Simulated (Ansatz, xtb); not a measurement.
Species: CH6N, charge 1, multiplicity 1. It need not be the lowest isomer of its formula. SMILES: C[NH3+]
Coordinates optimised at B3LYP-D3(BJ)/def2-TZVP (Ansatz, a first-principles code):
```
N
H 1 1.0236
H 1 1.0236 2 107.49
H 1 1.0236 2 107.49 3 -115.44
C 1 1.5112 2 111.39 4 -122.28
H 5 1.0861 1 108.23 2 180.00
H 5 1.0861 6 110.68 1 118.46
H 5 1.0861 6 110.68 7 123.09
```
Charge +1, spin multiplicity 1.

Harmonic wavenumbers from GFN2-xTB (xtb, at its own minimum), cm⁻¹: 298, 877, 877, 1019, 1184, 1184, 1366, 1425, 1430, 1431, 1445, 1445, 3070, 3072, 3074, 3234, 3235, 3248.

Question: Give the harmonic wavenumbers at B3LYP-D3(BJ)/def2-TZVP (Ansatz, finite differences of forces, unscaled).

Answer: 296, 914, 914, 923, 1280, 1280, 1468, 1498, 1498, 1531, 1669, 1669, 3089, 3187, 3187, 3390, 3461, 3461 cm⁻¹. Zero-point energy 49.6 kcal/mol.

Question: From these and the geometry, give the ideal-gas thermochemistry at 298.15 K and 1 atm (rigid rotor, harmonic oscillator).

Answer: Point group C3v, rotational symmetry number 3. Rotational constants 84.73, 20.02, 20.02 GHz. S(trans) 36.33, S(rot) 17.60, S(vib) 1.95, S(elec, spin only) 0.00, S 55.9 cal/(mol K). H(298) - H(0) 2.76 kcal/mol; G - E(el) 35.7 kcal/mol.
